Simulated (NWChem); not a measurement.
System: diphosphorus (P₂); SMILES P#P

Excerpt of the output:

```
             Northwest Computational Chemistry Package (NWChem) 7.3.0
             --------------------------------------------------------

                             Geometry "geometry" -> ""
                             -------------------------

 Output coordinates in angstroms (scale by  1.889725989 to convert to a.u.)

  No.       Tag          Charge          X              Y              Z
 ---- ---------------- ---------- -------------- -------------- --------------
    1 P                   15.0000     0.00000000     0.00000000     0.94554400
    2 P                   15.0000     0.00000000     0.00000000    -0.94554400

 Effective nuclear repulsion energy (a.u.)      62.9610473045

                                 NWChem DFT Module
                                 -----------------

 Summary of "ao basis" -> "ao basis" (spherical)
 ------------------------------------------------------------------------------
       Tag                 Description            Shells   Functions and Types
 ---------------- ------------------------------  ------  ---------------------
 P                         def2-tzvpp               14       42   5s5p3d1f

 in cosmo_initialize ...
 calling solv_data for solv:h2o

 solvent parameters
 solvname_short: h2o
 solvname_long:  water
 dielec:       78.4000
 dielecinf:     1.7769
 aqueous SMD model solvent descriptors
 dielec:       78.4000
 sola:          0.8200

          ---------------
          -cosmo- solvent
          ---------------
 Cosmo: York-Karplus, doi: 10.1021/jp992097l
 dielectric constant -eps-     =  78.40
 screen = (eps-1)/(eps    )    =   0.98724
 surface charge correction     = lagrangian

   van der Waals surface
 --------------------------

 ---------- ATOMIC COORDINATES (A.U.) ------------ VDWR(ANG.) --
     1    0.00000000    0.00000000    1.78681907     2.120
     2    0.00000000    0.00000000   -1.78681907     2.120
 number of segments per atom =        128
 number of   points per atom =        128
 atom (   nspa,  nppa )
 ----------------------
    1 (     92,     0 )       0
    2 (     92,     0 )       0
 number of -cosmo- surface points =      184
 molecular surface =     81.188 angstrom**2
 molecular volume  =     61.234 angstrom**3
 -lineq- algorithm             =   0
 -bem- low  level              =   3
 -bem- from -octahedral-
 gaussian surface charge width =   4.50000
 degree of switching           =   1.00000
 switching function tolerance  =   0.00010
 atomic radii =
 --------------
    1 15.000  2.120
    2 15.000  2.120
 ...... end of -cosmo- initialization ......

 nat:                     2
 ixmem:                   309
 calling mnsol_interface()
 G(SMD-CDS) energy (kcal/mol)  =     0.000
 SMD-CDS SASA (angstrom**2)    =    86.962

            General Information
            -------------------
          SCF calculation type: DFT
          Wavefunction type:  closed shell.
          No. of atoms     :     2
          No. of electrons :    30
           Alpha electrons :    15
            Beta electrons :    15
          Charge           :     0
          Spin multiplicity:     1
          Use of symmetry is: off; symmetry adaption is: off
          Maximum number of iterations: 150
          AO basis - number of functions:    84
                     number of shells:    28
          Convergence on energy requested:  1.00D-06
          Convergence on density requested:  1.00D-05
          Convergence on gradient requested:  5.00D-04

              XC Information
              --------------
                         PBE0 Method XC Functional
                     Hartree-Fock (Exact) Exchange  0.250
          PerdewBurkeErnzerhof Exchange Functional  0.750
            Perdew 1991 LDA Correlation Functional  1.000 local
           PerdewBurkeErnz. Correlation Functional  1.000 non-local

             Grid Information
             ----------------
          Grid used for XC integration:  medium
          Radial quadrature: Mura-Knowles
          Angular quadrature: Lebedev.
          Tag              B.-S. Rad. Rad. Pts. Rad. Cut. Ang. Pts.
          ---              ---------- --------- --------- ---------
          P                   1.00       88           8.0       590
          Grid pruning is: on
          Number of quadrature shells:   176
          Spatial weights used:  Erf1

[...]

                                COSMO-SMD solvation results
                                ---------------------------

             internal energy in gas <Psi(g)|H|Psi(g)> =      -682.447612105241
         internal energy in solvent <Psi(s)|H|Psi(s)> =      -682.447592907404
                               delta internal energy  =         0.000019197837 (    0.01 kcal/mol)
   total free energy in solvent <Psi(s)|H+V/2|Psi(s)> =      -682.447963154286
 polarization energy contribution <Psi(s)|V/2|Psi(s)> =        -0.000370246882 (   -0.23 kcal/mol)
    total free energy in solvent including G(SMD-CDS) =      -682.447963154286
                       G(SMD-CDS) energy contribution =         0.000000000000 (    0.00 kcal/mol)
     1 M fixed-concentration free energy of solvation =        -0.000351049045 (   -0.22 kcal/mol)

                       DFT Final Molecular Orbital Analysis
                       ------------------------------------

 Vector   13  Occ=2.000000D+00  E=-3.063203D-01
              MO Center= -3.9D-07, -3.9D-07,  2.4D-05, r^2= 3.1D+00
   Bfn.  Coefficient  Atom+Function         Bfn.  Coefficient  Atom+Function
  ----- ------------  ---------------      ----- ------------  ---------------
    17      0.360936  1 P  pz                59     -0.360938  2 P  pz
     5      0.271323  1 P  s                 47      0.271311  2 P  s
    20      0.180296  1 P  pz                62     -0.180294  2 P  pz
    14      0.170983  1 P  pz                56     -0.170984  2 P  pz
     8     -0.146844  1 P  pz                50      0.146845  2 P  pz

 Vector   14  Occ=2.000000D+00  E=-2.982338D-01
              MO Center=  3.9D-07,  3.9D-07, -1.7D-05, r^2= 2.3D+00
   Bfn.  Coefficient  Atom+Function         Bfn.  Coefficient  Atom+Function
  ----- ------------  ---------------      ----- ------------  ---------------
    15      0.245067  1 P  px                16      0.245028  1 P  py
    57      0.245074  2 P  px                58      0.245034  2 P  py
    18      0.143739  1 P  px                19      0.143716  1 P  py
    60      0.143742  2 P  px                61      0.143719  2 P  py
    12      0.101535  1 P  px                13      0.101519  1 P  py

 Vector   15  Occ=2.000000D+00  E=-2.982338D-01
              MO Center=  1.7D-09,  1.2D-09, -1.7D-05, r^2= 2.3D+00
   Bfn.  Coefficient  Atom+Function         Bfn.  Coefficient  Atom+Function
  ----- ------------  ---------------      ----- ------------  ---------------
    15      0.245028  1 P  px                16     -0.245067  1 P  py
    57      0.245034  2 P  px                58     -0.245074  2 P  py
    18      0.143716  1 P  px                19     -0.143739  1 P  py
    60      0.143719  2 P  px                61     -0.143742  2 P  py
    12      0.101519  1 P  px                13     -0.101535  1 P  py

 Vector   16  Occ=0.000000D+00  E=-9.449821D-02
              MO Center=  2.7D-08,  2.7D-08,  1.1D-05, r^2= 3.4D+00
   Bfn.  Coefficient  Atom+Function         Bfn.  Coefficient  Atom+Function
  ----- ------------  ---------------      ----- ------------  ---------------
    18      0.327697  1 P  px                19      0.327546  1 P  py
    60     -0.327692  2 P  px                61     -0.327541  2 P  py
    15      0.257040  1 P  px                16      0.256921  1 P  py
    57     -0.257039  2 P  px                58     -0.256920  2 P  py
    12      0.113527  1 P  px                13      0.113475  1 P  py

 Vector   17  Occ=0.000000D+00  E=-9.449819D-02
              MO Center=  1.2D-09,  9.7D-10,  1.2D-05, r^2= 3.4D+00
   Bfn.  Coefficient  Atom+Function         Bfn.  Coefficient  Atom+Function
  ----- ------------  ---------------      ----- ------------  ---------------
    18      0.327547  1 P  px                19     -0.327698  1 P  py
    60     -0.327541  2 P  px                61      0.327692  2 P  py
    15      0.256921  1 P  px                16     -0.257040  1 P  py
    57     -0.256920  2 P  px                58      0.257039  2 P  py
    12      0.113475  1 P  px                13     -0.113527  1 P  py

 Vector   18  Occ=0.000000D+00  E= 5.842785D-02
              MO Center= -1.1D-08, -1.1D-08, -1.2D-05, r^2= 6.7D+00
   Bfn.  Coefficient  Atom+Function         Bfn.  Coefficient  Atom+Function
  ----- ------------  ---------------      ----- ------------  ---------------
     5      2.261655  1 P  s                 47     -2.261654  2 P  s
    20     -1.627662  1 P  pz                62     -1.627665  2 P  pz
    17     -0.502222  1 P  pz                59     -0.502219  2 P  pz
     3     -0.162585  1 P  s                 45      0.162585  2 P  s
    33      0.152927  1 P  d  0              75     -0.152922  2 P  d  0

     Multipole analysis of the density
     ---------------------------------

     L   x y z        total         alpha         beta         nuclear
     -   - - -        -----         -----         ----         -------
     0   0 0 0     -0.000000    -15.000000    -15.000000     30.000000

     1   1 0 0      0.000000      0.000000      0.000000      0.000000
     1   0 1 0      0.000000      0.000000      0.000000      0.000000
     1   0 0 1      0.000148      0.000074      0.000074      0.000000

     2   2 0 0    -19.205690     -9.602845     -9.602845      0.000000
     2   1 1 0      0.000000      0.000000      0.000000      0.000000
     2   1 0 1      0.000001      0.000000      0.000000      0.000000
     2   0 2 0    -19.205690     -9.602845     -9.602845      0.000000
     2   0 1 1      0.000001      0.000000      0.000000      0.000000
     2   0 0 2    -18.522440    -57.152056    -57.152056     95.781672
```

Level: PBE0/def2-TZVPP, SMD on the gas-phase geometry. Coordinates come from a PBE0/def2-SVP optimisation. Solvent: water.

Q: Which NWChem input produces such a log?

A: This is not unique; one that fits is the input that was run:
```
start job
memory heap 200 mb stack 900 mb global 1100 mb
geometry units angstroms noautosym nocenter noautoz
  P      0.000000     0.000000     0.945544
  P      0.000000     0.000000    -0.945544
end
basis spherical
  * library def2-tzvpp
end
dft
  xc pbe0
  iterations 150
end
cosmo
  do_cosmo_smd true
  solvent water
end
task dft energy
```
